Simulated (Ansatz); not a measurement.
SiNH4S (SMILES N[SiH]=[SH+]) (charge +1), singlet: a single point displaced at random from a GFN2-xTB minimum.

Input (in.yaml):

```yaml
crystal:
  periodic: [false, false, false]
  atoms:
    - {symbol: N, position_ang: [-0.799200, 0.626000, -0.858800]}
    - {symbol: Si, position_ang: [-0.198600, -0.240800, 0.447400]}
    - {symbol: S, position_ang: [1.957800, -0.344800, 0.205000]}
    - {symbol: H, position_ang: [-1.889300, 0.842500, -0.942000]}
    - {symbol: H, position_ang: [-0.116800, 1.180000, -1.560300]}
    - {symbol: H, position_ang: [-0.723400, -0.772300, 1.390700]}
    - {symbol: H, position_ang: [2.032400, -1.151100, 1.500700]}
basis:
  gaussian: {orbitals: def2-TZVPP}
total_charge: 1
correlation: {method: ccsd_t}
output: {forces: true}
```

An equivalent command:

```bash
ansatz run in.yaml --threads 4 --pin off --events-out ev --progress --plain
```

The run's output (Ansatz 0.2.0):

```
Functional definition: HF
  name "HF"
  cite "Fock, Z. Phys. 61, 126 (1930) doi:10.1007/BF01340294"
  parent pbe
  exchange = exact_x
  correlation = 0
984 factors; integrals over basis functions are off by at most 1.1e-3 eV
mean field evaluation 1: about -20212.9012 eV, gradient 4.9e1 eV
mean field evaluation 2: about -20213.0861 eV, gradient 4.9e1 eV
mean field evaluation 4: about -20218.2027 eV, gradient 3.4e0 eV
mean field evaluation 8: about -20218.2662 eV, gradient 3.0e-1 eV
mean field evaluation 16: about -20218.2668 eV, gradient 1.1e-6 eV
mean field -20218.26679472 eV, -743.0076002725 hartree, gradient 1.1e-6 eV, S^2 0.000000; 0 other end points of the search recorded, 0 dependent functions left out
11 core orbitals not correlated: weight in the atoms' cores, before any rotation towards them, 1.000 or more for the frozen orbitals, at most 0.000 for the correlated occupied ones
reference -20218.26679472 eV, -743.0076002725 hartree; 9, 9 occupied and 151, 151 virtual orbitals, 984 factors
second order -13.53178998 eV of doubles, -0.00000000 eV of singles
cycle   1  -14.02430497 eV  change   -4.9e-1 eV  update   9.1e-2
cycle   2  -14.41329543 eV  change   -3.9e-1 eV  update   2.9e-2
cycle   3  -14.50938036 eV  change   -9.6e-2 eV  update   1.7e-2
cycle   4  -14.49924971 eV  change    1.0e-2 eV  update   5.2e-3
cycle   5  -14.49934120 eV  change   -9.1e-5 eV  update   2.6e-3
cycle   6  -14.49904269 eV  change    3.0e-4 eV  update   7.2e-4
cycle   7  -14.49876821 eV  change    2.7e-4 eV  update   2.1e-4
cycle   8  -14.49882264 eV  change   -5.4e-5 eV  update   7.0e-5
cycle   9  -14.49881852 eV  change    4.1e-6 eV  update   2.3e-5
cycle  10  -14.49880409 eV  change    1.4e-5 eV  update   1.1e-5
cycle  11  -14.49880966 eV  change   -5.6e-6 eV  update   5.0e-6
perturbative correction -0.65717165 eV, -0.0241506127 hartree
the calculation of the forces begins
Total energy: -20233.42277604 eV, -743.5645723128 hartree
Atom 0 at    -0.799200     0.626000    -0.858800 Å, force    -1.555317     1.526940    -0.863823 eV/Å
Atom 1 at    -0.198600    -0.240800     0.447400 Å, force     7.061113     4.774126    -8.866737 eV/Å
Atom 2 at     1.957800    -0.344800     0.205000 Å, force    -1.782894    -1.681184     3.066808 eV/Å
Atom 3 at    -1.889300     0.842500    -0.942000 Å, force     3.329283    -0.405681    -0.116159 eV/Å
Atom 4 at    -0.116800     1.180000    -1.560300 Å, force    -2.375182    -1.747320     2.141046 eV/Å
Atom 5 at    -0.723400    -0.772300     1.390700 Å, force    -4.666986    -4.014040     7.133737 eV/Å
Atom 6 at     2.032400    -1.151100     1.500700 Å, force    -0.010016     1.547159    -2.494873 eV/Å
Dipole moment:    -0.700957     0.058744     0.136183 e Å
```

Hardware: 4 CPU threads, shared host. Wall time 56 s; peak host memory 2.6 GiB.
